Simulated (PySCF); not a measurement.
**One molecule, many functionals**

Compound: C₅H₂F (charge +1).
SMILES: `C#Cc1[cH+]c1F`

Linear-response calculations in the def2-SVPD basis (PySCF; singlets by full response, triplets Tamm–Dancoff, core orbitals frozen in the response; HF means time-dependent Hartree–Fock). 'Strongest' is the level of largest summed f among the singlets computed (10 roots, of which the last may lack a degenerate partner); it can jump between rows when another state enters that window. S1 is the lowest singlet of each run and needn't be the same state throughout; f(S1) is that of one state. Isolated species at its PBE0-D3(BJ)/def2-SVP geometry, gas phase.

```csv
functional,kind,S1 (eV),f(S1),strongest (eV),T1 (eV),HOMO (eV),gap (eV),"ionisation energy, ΔSCF (eV)"
LDA,LDA,3.58,0.000,5.14,3.34,-12.96,3.49,16.55
B3LYP,"global hybrid, 20% exact exchange",3.80,0.000,8.34,3.50,-13.76,5.31,16.37
PBE0,"global hybrid, 25% exact exchange",3.86,0.000,8.36,3.51,-14.01,5.75,16.34
BHandHLYP,"global hybrid, 50% exact exchange",3.99,0.000,8.58,3.66,-15.08,7.96,16.19
CAM-B3LYP,range-separated hybrid,3.91,0.000,8.44,3.61,-15.34,8.23,16.40
wB97X-D,range-separated hybrid,3.93,0.000,8.48,3.67,-15.84,9.40,16.32
LC-wPBE,range-separated hybrid,4.02,0.000,8.64,3.58,-16.74,10.72,16.42
HF,Hartree–Fock,4.08,0.000,9.10,3.55,-16.69,12.45,not settled
```

Problem. What does PBE (GGA) give?

Solution. S1 (eV) 3.63, f(S1) 0.000, strongest (eV) 5.13, T1 (eV) 3.32, HOMO (eV) -12.78, gap (eV) 3.56, ionisation energy, ΔSCF (eV) 16.28. S1 runs from 3.58 eV (LDA) to 4.08 eV (HF), a spread of 0.49 eV, while the orbital gap spreads over 9.0 eV. Along PBE (0%), B3LYP (20%), PBE0 (25%), BHandHLYP (50%), HF (100%) S1 rises with the share of exact exchange. −ε(HOMO) comes closest to its own ΔSCF ionisation energy with LC-wPBE (+0.33 eV) and misses most with LDA (-3.59 eV). 'Not settled' means that the ion's SCF failed to converge or may have ended in another state than the lowest.
